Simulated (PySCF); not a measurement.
## Working with the constants of AlC⁺

PBE0 constants of AlC⁺, ³Π (triplet), unpaired electrons σ ↑, π ↑, a second solution, started from another occupation (PySCF, no relativity, basis sets Al pcseg-1, C pcseg-1; masses 26.9815 and 12.0000 u):

* ωe: 204.0 cm⁻¹
* ωexe: 3.28 cm⁻¹
* Be: 0.32944 cm⁻¹
* αe: 0.00902 cm⁻¹
* D (centrifugal): 3.44e-06 cm⁻¹

Give the vibrational terms G(v) and spacings up to v = 6.

G(v) = ωe(v+½) − ωexe(v+½)².

```csv
v,G(v) (cm⁻¹),G(v) − G(v−1),Bv (cm⁻¹)
0,101,,0.3249
1,299,197,0.3159
2,490,191,0.3069
3,674,184,0.2979
4,852,178,0.2888
5,1023,171,0.2798
6,1187,165,0.2708
```

For an ion De counts to the pair picked by the measured ionisation energies or electron affinities, which need not be the lowest pair at this level.
